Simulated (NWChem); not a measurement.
Species: formic acid (CH2O2); SMILES O=CO

```xyz
5

O      0.1305    -1.1170     0.0000
C     -0.4047     0.1193     0.0000
O      0.2230     1.1477     0.0000
H      1.1014    -1.0021     0.0000
H     -1.5016     0.0403     0.0000
```
Atoms are numbered in this order, from 1.

Results from NWChem. Pople sets run with spherical d functions. Geometry: optimised at B3LYP/6-31G* (spherical d).

Taking PBE/6-311++G** as the yardstick, which of these has the fewest basis functions while keeping “dipole (D)” within 0.1 D of it: PBE/6-311G**; PBE/STO-3G; PBE/6-31+G*; PBE/6-31G*; PBE/3-21G?

PBE/6-31G*.
```
level           basis functions  dipole (D)
--------------  ---------------  ----------
PBE/STO-3G                   17        1.18
PBE/3-21G                    31        1.29
PBE/6-31G*                   46        1.42
PBE/6-31+G*                  58        1.46
PBE/6-311G**                 66        1.42
PBE/6-311++G**               80        1.47
```

The yardstick is one finite set, not the basis-set limit.
